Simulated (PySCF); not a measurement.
**Basis-set dependence of excited states**

Compound: vinylene carbonate, C₃H₂O₃.
Z-matrix (Å and degrees, PBE0-D3(BJ)/def2-SVP geometry), rows numbered from 1:
```
O 
C   1  1.1835
O   2  1.3613  1  126.25
C   3  1.3662  2  107.96  1  -179.92
C   4  1.3344  3  108.35  2    -0.07
O   2  1.3598  1  126.32  3   179.99
H   4  1.0854  3  118.08  2   179.92
H   5  1.0853  4  133.76  3  -179.97
```

TDDFT with PBE0 (PySCF), vertical singlets, core orbitals frozen in the response, spherical d and f functions. Isolated species at its PBE0-D3(BJ)/def2-SVP geometry, gas phase.

```tsv
basis	functions	diffuse	S1 (eV)	S2 (eV)	S3 (eV)	S4 (eV)	S5 (eV)	LUMO (eV)	α (au)
6-31G*	88	no	6.89	7.30	7.31	7.80	8.04	0.28	33.4
def2-SVP	94	no	6.82	7.29	7.38	7.68	7.91	-0.03	33.9
6-31+G*	112	yes	6.40	6.65	6.66	7.06	7.19	-0.21	40.1
def2-SVPD	145	yes	6.65	6.69	7.06	7.20	7.24	-0.28	42.3
aug-cc-pVDZ	156	yes	6.16	6.55	6.55	6.90	7.00	-0.26	43.1
def2-TZVP	198	no	6.65	7.13	7.14	7.30	7.71	-0.15	40.0
def2-TZVPD	249	yes	6.36	6.59	6.75	7.03	7.25	-0.24	43.3
```

Problem. How much do these states and the polarisability depend on the basis?

Solution. States are compared by their number. Against the largest diffuse basis here (def2-TZVPD, itself not a converged limit), sets without diffuse functions differ by up to 0.53 eV in S1 and 0.80 eV in S5; the smaller diffuse sets differ by up to 0.29 and 0.25 eV. State by state, the largest deviation of a set without diffuse functions is S1 0.53, S2 0.72, S3 0.63, S4 0.77, S5 0.80 eV. The same number needn't mean the same state in each row. Against def2-TZVPD the polarisability deviates by -23% in 6-31G*, -22% in def2-SVP, -7% in 6-31+G*, -2% in def2-SVPD, 0% in aug-cc-pVDZ, -8% in def2-TZVP. A single + in a Pople set puts diffuse functions on heavy atoms only.
